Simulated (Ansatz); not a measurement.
# Reading a saddle point

A first-order saddle point of AlNH6O, singlet, PBE0-D4/def2-TZVP, with one imaginary mode of 708i cm⁻¹:

```xyz
9
angstrom
Al -0.8459 -0.2431 -0.3873
O 0.6323 0.7895 -1.0593
H -0.7841 -1.6836 -1.0643
H -2.1587 0.6455 -0.3512
H 0.9162 0.5432 -0.0022
N 0.2746 -0.0865 1.1430
H 1.2312 0.4259 -1.7158
H 0.7190 -0.9095 1.5265
H 0.0155 0.5183 1.9107
```

Ansatz 0.2.0; basis: def2-TZVPP and def2-QZVPP; cores frozen in the correlated methods. Extrapolation: Hartree–Fock as exp(−7.88 √X), correlation as X^−2.97.

Task: Which contacts change along the imaginary mode, and what lies on either side? (Judge from chemistry; the calculation decides.)

Result: By the calculation: The step is AlH₃O ([OH][AlH2]) + NH₃ → AlNH₄ ([NH2][AlH2]) + H₂O (still joined by a long Al–O bond), with the molecules in contact on both sides. Shortening one way: Al1–N6, O2–H5; lengthening the same way: Al1–O2, H5–N6.
```
  pair  one side (Å)  saddle (Å)  other side (Å)
Al1–N6          2.04        1.90            1.84
 O2–H5          2.38        1.12            0.99
Al1–O2          1.74        1.92            2.01
 H5–N6          1.02        1.46            2.00
```

Task: Which side is lower, and how far does the saddle lie above each? (An estimate is asked for; the value comes from the calculation.)

Result: By the calculation: The side with Al1–O2, H5–N6 short is lower by 0.883 eV; the saddle lies 1.031 eV above it and 0.148 eV above the other (CCSD(T) at an estimated basis limit (MP2 extrapolated from triple and quadruple zeta, plus CCSD(T) − MP2 in triple zeta); electronic energies).

No T1 diagnostic of these runs exceeds 0.010.

Labels in which every atom is bracketed show which atoms are joined, not bond orders.

For scale, one of the runs: CCSD(T)/def2-TZVPP, 188 basis functions (an equivalent command: `ansatz run in.yaml --threads 2`). Hardware: 2 CPU threads, shared host. Wall time 39 s; peak host memory 1.9 GiB.
